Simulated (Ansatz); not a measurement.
# C2H3ClFN: up Jacob's ladder to CCSD(T)

The task here is to estimate one member of a computed series from the others.

Program: Ansatz 0.2.0, Gaussian basis. Level of theory: functionals in def2-TZVPP, the program's frozen cores in correlated methods. These are calculated values, not measurements.

Levels to be run: LDA (SPW92), PBE-D4, revPBE-D4, BLYP-D4, r2SCAN-D4, B97M-V, PBE0-D4, B3LYP-D4, r2SCANh-D4, r2SCAN0-D4, HSE06-D4, BHLYP-D4, CAM-B3LYP-D4, LC-ωPBE, ωB97X-V, ωB97M-V, B2PLYP, PBE-QIDH; CCSD(T)/def2-SVP; CCSD(T)/def2-TZVPP; MP2/def2-QZVPP; extrapolation to the limit; RPA on PBE.

## The relaxed structure

An earlier PBE0-D4 in a triple-zeta def2 set relaxation fixed the geometry.

SMILES `FC/N=C/Cl`, 8 atoms, charge 0, spin multiplicity 1.

Atoms are counted from 1 here; the program's logs count them from 0.

Bond lengths: F1–C2 1.384 Å, C2–N3 1.413 Å, C2–H6 1.094 Å, C2–H7 1.094 Å, N3–C4 1.246 Å, C4–Cl5 1.724 Å, C4–H8 1.088 Å. Angles: F1–C2–N3 114.6°, F1–C2–H6 107.5°, F1–C2–H7 107.5°, N3–C2–H6 108.7°, N3–C2–H7 108.7°, H6–C2–H7 109.6°, C2–N3–C4 120.5°, N3–C4–Cl5 121.0°, N3–C4–H8 126.5°, Cl5–C4–H8 112.6°.

The first run:

Input file in.yaml:

```yaml
crystal:
  periodic: [false, false, false]
  atoms:
    - {symbol: F, position_ang: [0.246199, -0.859636, 1.418923]}
    - {symbol: C, position_ang: [0.959532, -0.059155, 0.543120]}
    - {symbol: N, position_ang: [0.214928, 0.417686, -0.558693]}
    - {symbol: C, position_ang: [-0.986783, 0.114922, -0.689571]}
    - {symbol: Cl, position_ang: [-1.905479, 0.690910, -2.030074]}
    - {symbol: H, position_ang: [1.334692, 0.797510, 1.110718]}
    - {symbol: H, position_ang: [1.801701, -0.648797, 0.169147]}
    - {symbol: H, position_ang: [-1.572590, -0.510539, -0.019269]}
basis:
  gaussian: {orbitals: def2-TZVPP}
hamiltonian: {xc: lda}
output: {orbitals: {seedname: orbitals}}
```

The run is started by

```bash
$ ansatz run in.yaml --threads 2 --pin off --events-out ev --progress --plain --max-ram 4352MiB
```

Steps of the session up to this table: LDA; PBE-D4 (GGA); revPBE-D4 (GGA); BLYP-D4 (GGA); r2SCAN-D4 (meta-GGA); B97M-V (meta-GGA); PBE0-D4 (hybrid); B3LYP-D4 (hybrid); r2SCANh-D4 (hybrid); r2SCAN0-D4 (hybrid); HSE06-D4 (hybrid); BHLYP-D4 (hybrid); CAM-B3LYP-D4 (range-separated); LC-ωPBE (range-separated); ωB97X-V (range-separated); ωB97M-V (range-separated); B2PLYP (double hybrid); PBE-QIDH (double hybrid).

One of the session's tables, all rows but one given; the rest of the session is left out.

It belongs to the step «Orbital energies across the functionals». 

| functional | HOMO (eV) | gap (eV) |
| --- | --- | --- |
| LDA (SPW92) | -7.25 | 5.15 |
| PBE-D4 | -7.10 | 5.24 |
| revPBE-D4 | -7.04 | 5.26 |
| BLYP-D4 | -6.99 | 5.26 |
| r2SCAN-D4 | -7.46 | 5.77 |
| B97M-V | -7.53 | 5.95 |
| PBE0-D4 | -8.49 | 7.67 |
| B3LYP-D4 | -8.25 | 7.19 |
| r2SCANh-D4 | -7.95 | 6.65 |
| r2SCAN0-D4 | -8.67 | 7.96 |
| HSE06-D4 | -8.09 | 6.89 |
| BHLYP-D4 | ? | ? |
| CAM-B3LYP-D4 | -9.84 | 10.20 |
| LC-ωPBE | -11.22 | 12.78 |
| ωB97X-V | -10.83 | 12.33 |
| ωB97M-V | -10.69 | 12.12 |

Q: Estimate the row for BHLYP-D4 from the others.

Worked estimate for «HOMO (eV)». Against the share of exact exchange, BLYP-D4 (0, -6.99), B3LYP-D4 (0.2, -8.25) give a slope of -6.30 per unit share; at 0.5 the line stands at -10.14.

The run gave: HOMO (eV): -9.66; gap (eV): 10.02. In «HOMO (eV)» the line misses by -0.48.
